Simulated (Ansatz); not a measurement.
Ag: from a trial structure to a relaxed crystal

Level of theory: DFT r2SCAN, scalar-relativistic, plane waves, PAW (Ansatz). Cutoff 500 eV, Γ-centred k mesh, Gaussian smearing, no spin polarisation in the final step.

Ag was placed on the omega structure type (P6/mmm, No. 191), at a guessed volume.

```
Ag
1.0
     4.84887    0.00000    0.00000
    -2.42444    4.19925    0.00000
     0.00000    0.00000    2.97257
Ag
3
Direct
  0.00000 0.00000 0.00000
  0.33333 0.66667 0.50000
  0.66667 0.33333 0.50000
```

Cell and atoms relax at zero pressure; the relaxation can't lower the symmetry of the start. After a coarse first stage the cell is made exact in the group found at 0.06 Å.

Energies count from the standard state of Ag at the same level.

(1) Describe the relaxed structure.

(2) What are its volume, energy, density and gap?

Answers

(1) It keeps P6/mmm (No. 191). The result has the omega structure. Conventional cell: a = 4.679 Å, c = 2.794 Å. Ag on Wyckoff site a (1 atom of the primitive cell) has 2 Ag at 2.79 Å and 12 Ag at 3.04 Å; around Ag on Wyckoff site d (2 atoms of the primitive cell) lie 5 Ag at 2.70–2.79 Å and 6 Ag at 3.04 Å.

Space group P6/mmm (No. 191). a = 4.679 Å, b = 4.679 Å, c = 2.794 Å, α = 90.00°, β = 90.00°, γ = 120.00°
```csv
atom,site,symmetry,x,y,z
Ag,1a,6/mmm,0.0000,0.0000,0.0000
Ag,2d,-6m2,0.3333,0.6667,0.5000
```

(2) The volume per atom is 17.66 Å³, the density is 10.14 g/cm³ and the energy over the standard structure is 0.07 eV/atom. The gap on the 12×12×16 mesh is 0 eV (a metal).

The final run used a 12×12×16 mesh on its 3-atom cell and 0.10 eV smearing. For metals, differences of a few meV/atom aren't resolved. Symmetry constrained the relaxation, so the result can be a saddle point.